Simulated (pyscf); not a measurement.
## Four-centre exchange: H₃C–Zn–CH₃ + hydrogen fluoride (HF) -> methane (CH₄) + H₃C–Zn–F

Gas phase, singlet surface, charge 0. Bonds broken: C1–Zn2, F10–H11. Bonds formed: C1–H11, Zn2–F10. Structures and frequencies: ωB97X-D3(BJ)/def2-SVP in PySCF.

Transition state (Å):

```xyz
11

C      0.9539    -0.3038    -0.5038
Zn     0.0572     0.7814     1.1180
C     -0.3201     0.8942     3.0208
H      1.0843    -0.2188    -1.5971
H      1.9755    -0.3791    -0.0931
H      0.4429    -1.2690    -0.3449
H     -0.9115     1.7950     3.2507
H     -0.8902     0.0177     3.3693
H      0.6095     0.9410     3.6114
F     -0.3276     1.9077    -0.5256
H      0.2637     0.9405    -0.7030
```

One imaginary mode, 995i cm⁻¹; descent along it reached the two sides named.

```json
[
 {"bond": "C1–Zn2", "change": "breaks", "reactant side (Å)": "1.981", "saddle": "2.148", "product side": "3.0"},
 {"bond": "F10–H11", "change": "breaks", "reactant side (Å)": "0.936", "saddle": "1.147", "product side": "2.291"},
 {"bond": "C1–H11", "change": "forms", "reactant side (Å)": "2.205", "saddle": "1.437", "product side": "1.101"},
 {"bond": "Zn2–F10", "change": "forms", "reactant side (Å)": "2.406", "saddle": "2.029", "product side": "1.763"}
]
```

Electronic energies relative to the separated reactants (kcal/mol):

```csv
level,barrier,reaction energy,reverse barrier
ωB97X-D3(BJ)/def2-TZVP,7.4,-27.7,35.1
PBE/def2-TZVP,5.1,-27.4,32.5
r²SCAN/def2-TZVP,3.8,-29.0,32.8
B3LYP-D3(BJ)/def2-TZVP,7.8,-28.9,36.7
PBE0-D3(BJ)/def2-TZVP,6.1,-26.3,32.4
M06-2X/def2-TZVP,4.8,-28.2,32.9
ωB97M-D3(BJ)/def2-TZVP,8.0,-27.3,35.3
HF/def2-TZVP,17.5,-32.9,50.4
```

With ωB97M-D3(BJ)/def2-TZVP energies and thermal terms (ideal gas, 1 atm, RRHO with modes under 100 cm⁻¹ raised to 100, one conformer, R ln 2 for rigid chiral ones), in kcal/mol:

```tsv
T (K)	ΔH‡	ΔG‡	ΔH	ΔG
298	6.4	14.9	-26.3	-26.1
600	6.2	23.6	-27.3	-25.4
900	6.5	32.2	-28.0	-24.3
1200	6.9	40.8	-28.6	-23.0
```

One saddle was located; it need not be the lowest between these sides. Elements up to Kr have no core potential and no relativistic terms here.
